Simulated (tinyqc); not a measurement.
UKS/B3LYP (VWN-RPA form) in the sto-3g basis, for LiH, spin multiplicity 3, step by step. This run ends on a higher stationary point, not on the lowest solution. One step of it, computed by the program tinyqc.

Problem. Iteration 2: DIIS coefficients. Solve [B -1; -1 0][c; lambda] = [0; -1] for the coefficients, which sum to one.

B (overlaps of the stored error matrices):
```
                1               2
1   6.2996686e-02  -4.6374249e-04
2  -4.6374249e-04   1.2991962e-05
```

Give: DIIS coefficients.

Solution.

DIIS coefficients: 0.0075  0.9925
